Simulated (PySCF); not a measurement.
Species: CFCl3.
Cartesian coordinates in Å at the GFN2-xTB level; atoms count from 1:
```xyz
5
CCl3F angstrom
F      0.0603   -0.1410    1.3961
C      0.0046   -0.0063    0.0667
Cl    -0.4579    1.6606   -0.3126
Cl     1.6028   -0.3706   -0.6039
Cl    -1.2011   -1.1397   -0.5634
```

Theory: B3LYP/6-31G* in PySCF (dipole) on a GFN2-xTB geometry, gas phase.

Take the most abundant isotopes and a rigid rotor. 

Problem. What are A, B and C (cm⁻¹)?

Solution. Ia = 206.75, Ib = 206.79, Ic = 295.71 u·Å²; 505379 MHz·u·Å²/I gives 2444, 2444 and 1709 MHz, that is A = 0.08154, B = 0.08152, C = 0.05701 cm⁻¹.

Problem. Classify the top.

Solution. An oblate symmetric top, as the point group C3v requires two equal moments: κ = (2 × 2444 − 2444 − 1709)/(2444 − 1709) = 1.00.

Problem. Is it planar, by Δ = Ic − Ia − Ib?

Solution. Not planar: Δ = Ic − Ia − Ib = -117.84 u·Å². For a rigid frame Δ = −2 Σ m c², so Σ m c² = 58.92 u·Å² lies off the ab plane. The atom farthest from that plane is 1.59 Å away.

Problem. Where do the R-branch lines fall?

Solution. The dipole of 0.21 D lies along the symmetry axis, so ΔK = 0 and J+1 ← J falls at 2B(J+1) for every K: 4.89 GHz, 9.78 GHz, 14.66 GHz, 19.55 GHz, 24.44 GHz for J = 0 to 4.

Problem. Estimate the classical rotational partition function at 10 K, 25 K and 298.15 K.

Solution. Point group C3v, symmetry number σ = 3; q = (√π/σ)·√((kT/h)³/(ABC)), k/h = 20836.6 MHz/K: 556 at 10 K, 2200 at 25 K, 90500 at 298.15 K.

Stationary, but not proved a minimum. Zero-point vibration and centrifugal distortion are left out.
